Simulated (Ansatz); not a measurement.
Relative stability

Two relaxed structures of MgSi$_{2}$H$_{6}$, singlet (PBE0-D4/def2-TZVP; forces vanish, vibrations not checked).

A:

```
atom    x (Å)    y (Å)    z (Å)
 Mg1  -2.0995   0.8444  -1.2786
 Si2   0.3379   0.8041  -0.4528
 Si3   0.8027  -0.9977   0.9625
  H4  -3.7168   0.8550  -1.8168
  H5   1.3203   0.7182  -1.5792
  H6   0.7037   2.0414   0.3061
  H7   2.2106  -1.0295   1.4475
  H8   0.5326  -2.2829   0.2563
  H9  -0.0914  -0.9531   2.1550
```

B:

```tsv
atom	x (Å)	y (Å)	z (Å)
Mg1	-2.2562	-0.5030	-2.0905
Si2	0.6226	1.1213	0.1532
Si3	0.7716	-1.0504	1.0096
H4	-0.7341	1.6873	0.3831
H5	0.8995	1.1322	-1.3087
H6	1.6239	1.9872	0.8360
H7	2.1404	-1.5877	0.7830
H8	-0.2096	-1.9562	0.3540
H9	0.5006	-1.0341	2.4725
```

Program: Ansatz 0.2.0. Basis: def2-TZVPP. Cores are frozen in the correlated methods. The outer core shell of Li, Na, Mg and K is correlated. The def2 sets are not built for correlating such inner shells, so the correlated values are less sure here. B3LYP uses VWN-RPA correlation.

Question: Which structure is lower at CCSD(T), and by how much? (An estimate is asked for; the value comes from the calculation.)

Answer: The calculation gives: B, by 6.4 kJ/mol (electronic energy, against the other). By their contacts, A is MgSi₂H₆ ([MgH][SiH2][SiH3]) and B is a complex of Si₂H₆ ([SiH3][SiH3]) + Mg.

Question: Do the other methods give the same order? (Judge from chemistry; the calculation decides.)

Answer: Computed: Not all: r2SCAN-D4 gives the other order.

```
   method  E(B) − E(A) (kJ/mol)
   PBE-D4                  -1.2
r2SCAN-D4                  16.9
  PBE0-D4                  -0.7
 B3LYP-D4                 -16.3
  wB97M-V                 -12.9
       HF                 -20.6
      MP2                  -3.5
     CCSD                  -9.5
  CCSD(T)                  -6.4
```

No T1 diagnostic of these runs exceeds 0.012.

Labels in which every atom is bracketed show which atoms are joined, not bond orders.

For scale, one of the runs: CCSD(T)/def2-TZVPP, 200 basis functions, launched by `ansatz run in.yaml --threads 2 --pin off --events-out ev --progress --plain --max-ram 4352MiB`. Time: 38 s of wall clock on 2 CPU threads of an Intel Xeon Platinum 8223CL; the host was shared. Peak host memory: 2.4 GiB.
